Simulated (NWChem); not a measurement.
System: C$_{4}$H$_{6}$ cation, doublet; SMILES of the neutral closed-shell parent C(=C)C=C

```xyz
10

C     -0.1110     1.8570    -0.0160
C      0.4146     0.5702    -0.0195
C     -0.4146    -0.5702     0.0195
C      0.1110    -1.8570     0.0160
H     -1.1848     2.0282     0.0173
H      0.5365     2.7289    -0.0475
H      1.4944     0.4373    -0.0533
H     -1.4944    -0.4373     0.0533
H     -0.5365    -2.7289     0.0475
H      1.1848    -2.0282    -0.0173
```
Atoms are numbered in this order, from 1.

Level: B3LYP/6-31G* (spherical d), spin-unrestricted (NWChem), optimised geometry, unscaled harmonic frequencies. In the optimisation the excess spin sits in ag (Ci, its own frame). The spin multiplicity was typed, not searched, and may not be the lowest. B3LYP is NWChem's, with the RPA form of VWN correlation.

Question: List the harmonic frequencies with IR intensities, and the thermochemistry.

Answer: 
```tsv
frequency (cm⁻¹)	IR intensity (km/mol)
188	5.7
295	1.0
440	1.8
517	0.0
527	0.0
918	0.0
944	0.0
1016	0.3
1024	55.2
1046	28.7
1052	0.0
1285	99.2
1298	0.0
1303	0.0
1378	58.8
1518	0.0
1544	24.1
1659	0.0
3180	18.6
3182	0.0
3199	0.0
3208	3.7
3287	13.6
3287	0.0
```

- zero-point energy: 53.3 kcal/mol
- thermal correction to the enthalpy at 298.15 K (with zero-point energy): 56.9 kcal/mol
- heat capacity Cv: 16.3 cal/(mol K)
- entropy at 298.15 K and 1 atm (symmetry number 2, electronic part: spin degeneracy alone): 67.9 cal/(mol K)

Rigid rotor and harmonic oscillator.
